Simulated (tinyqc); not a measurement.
Worked calculation: Pariser-Parr-Pople SCF with singles CI, for the molecule C1=CC=C1 (SMILES; centres numbered as the heavy atoms are written). Computed by tinyqc, a small Python program that keeps every step. Settings: charge = 0, gamma = MN, start = core, damping = 0, iteration cap = 70, excitations kept = 6. Command: `OMP_NUM_THREADS=1 python tinyqc.py 24522 24523 out.jsonl` (the two numbers bound the seeds that draw the settings). One thread of a shared host (Intel(R) Xeon(R) Processor @ 2.60GHz), about 0.01 s of CPU time with the checks. Later iterations appear only in the table of the cycle.

## PPP integrals

Centres (angstrom, eV; a flat drawing with bonds scaled to 1.40 angstrom):

| centre | x | y | core charge z | W | gamma_rr |
|---|---|---|---|---|---|
| 1C | 0.99000 | 0.00000 | 1 | 11.16000 | 11.13000 |
| 2C | 0.00000 | 0.99000 | 1 | 11.16000 | 11.13000 |
| 3C | -0.99000 | 0.00000 | 1 | 11.16000 | 11.13000 |
| 4C | 0.00000 | -0.99000 | 1 | 11.16000 | 11.13000 |

Resonance integrals (eV):

| i | j | beta |
|---|---|---|
| 1 | 2 | -2.39000 |
| 2 | 3 | -2.39000 |
| 3 | 4 | -2.39000 |
| 4 | 1 | -2.39000 |

Mataga-Nishimoto: gamma = 14.399645/(R + a), a = 2 x 14.399645/(gamma_rr + gamma_ss); H_rr = -W_r - sum_(s != r) z_s gamma_rs; H_rs = beta for bonds.

repulsion gamma_rs (eV), lower triangle:
```
          1C        2C        3C        4C
1C  11.13000
2C   5.34540  11.13000
3C   4.39849   5.34540  11.13000
4C   5.34540   4.39849   5.34540  11.13000
```

core matrix H (eV), lower triangle:
```
           1C         2C         3C         4C
1C  -26.24929
2C   -2.39000  -26.24929
3C    0.00000   -2.39000  -26.24929
4C   -2.39000    0.00000   -2.39000  -26.24929
```

## Starting guess

pi electrons, sum of z_r less the charge = 4

Orbitals of the core matrix H.

P at the start, lower triangle:
```
          1C       2C       3C       4C
1C   1.50000
2C   0.50000  0.50000
3C  -0.50000  0.50000  1.50000
4C   0.50000  0.50000  0.50000  0.50000
```

## Iteration 1: Fock matrix

F_rr = H_rr + P_rr gamma_rr / 2 + sum_(s != r) P_ss gamma_rs; F_rs = H_rs - P_rs gamma_rs / 2; E = tr P (H + F) / 2 + core repulsion sum_(r<s) z_r z_s gamma_rs.

F (eV), lower triangle:
```
          1C        2C        3C        4C
1C  -5.95865
2C  -3.72635  -5.23135
3C   1.09962  -3.72635  -5.95865
4C  -3.72635  -1.09962  -3.72635  -5.23135
```

pi energy = -47.20597 eV

## Iteration 1: orbitals and new P

Diagonalise F (the basis is taken as orthonormal) and form P = 2 sum c c over the lowest orbitals.

orbital energies (eV): -13.08395  -7.05827  -4.13173  1.89395

P after iteration 1, lower triangle:
```
          1C       2C       3C       4C
1C   1.45086
2C   0.49758  0.54914
3C  -0.54914  0.49758  1.45086
4C   0.49758  0.54914  0.49758  0.54914
```

## Iteration 2: Fock matrix

As before.

F (eV), lower triangle:
```
          1C        2C        3C        4C
1C  -5.92291
2C  -3.71988  -5.26709
3C   1.20769  -3.71988  -5.92291
4C  -3.71988  -1.20769  -3.71988  -5.26709
```

pi energy = -47.29267 eV

## Iteration 2: orbitals and new P

As before.

orbital energies (eV): -13.08660  -7.13060  -4.05940  1.89660

P after iteration 2, lower triangle:
```
          1C       2C       3C       4C
1C   1.44128
2C   0.49654  0.55872
3C  -0.55872  0.49654  1.44128
4C   0.49654  0.55872  0.49654  0.55872
```

## Convergence

Stop when output and input P, before any damping, agree to 1e-7.

Course of the cycle:

| iteration | E (eV) | largest \|P(out) - P(in)\| |
|---|---|---|
| 1 | -47.2059727 | 4.91e-02 |
| 2 | -47.2926701 | 9.58e-03 |
| 3 | -47.2960015 | 1.89e-03 |
| 4 | -47.2961314 | 3.73e-04 |
| 5 | -47.2961364 | 7.38e-05 |
| 6 | -47.2961366 | 1.46e-05 |
| 7 | -47.2961367 | 2.89e-06 |
| 8 | -47.2961367 | 5.71e-07 |
| 9 | -47.2961367 | 1.13e-07 |
| 10 | -47.2961367 | 2.24e-08 |

Converged in 10 iterations.

## Converged orbitals

Charges are z - P_rr.

orbital energies (eV): -13.08376  -7.14817  -4.04183  1.89376

coefficients:
```
        MO1       MO2       MO3       MO4
1C  0.46847   0.70711   0.00000   0.52966
2C  0.52966   0.00000   0.70711  -0.46847
3C  0.46847  -0.70711   0.00000   0.52966
4C  0.52966   0.00000  -0.70711  -0.46847
```

pi charges: 1C -0.43893, 2C 0.43893, 3C -0.43893, 4C 0.43893

## Singles CI, singlets

Over the 4 single excitations with the smallest orbital gaps: A = (e_a - e_i) delta + 2 (ia|jb) - (ij|ab), with (pq|rs) = sum c_mp c_mq gamma_mn c_nr c_ns. f = 2/3 w |mu|^2 in atomic units, mu = sqrt2 sum c_ia sum_m c_mi c_ma R_m.

singlet CI matrix (eV), lower triangle:
```
          2>3      2>4      1>3       1>4
2>3  -2.23906
2>4   0.00000  6.11624
1>3   0.00000  0.00000  6.11624
1>4   0.00000  0.00000  0.00000  10.82350
```

singlet excitation energies (eV): -2.23906  6.11624  6.11624  10.82350

oscillator strengths: 0.00000  0.58852  0.58852  0.00000

## Singles CI, triplets

Over the 4 single excitations with the smallest orbital gaps: A = (e_a - e_i) delta - (ij|ab), with (pq|rs) = sum c_mp c_mq gamma_mn c_nr c_ns.

triplet CI matrix (eV), lower triangle:
```
          2>3      2>4      1>3      1>4
2>3  -2.23906
2>4   0.00000  2.33938
1>3   0.00000  0.00000  2.33938
1>4   0.00000  0.00000  0.00000  8.44074
```

triplet excitation energies (eV): -2.23906  2.33938  2.33938  8.44074
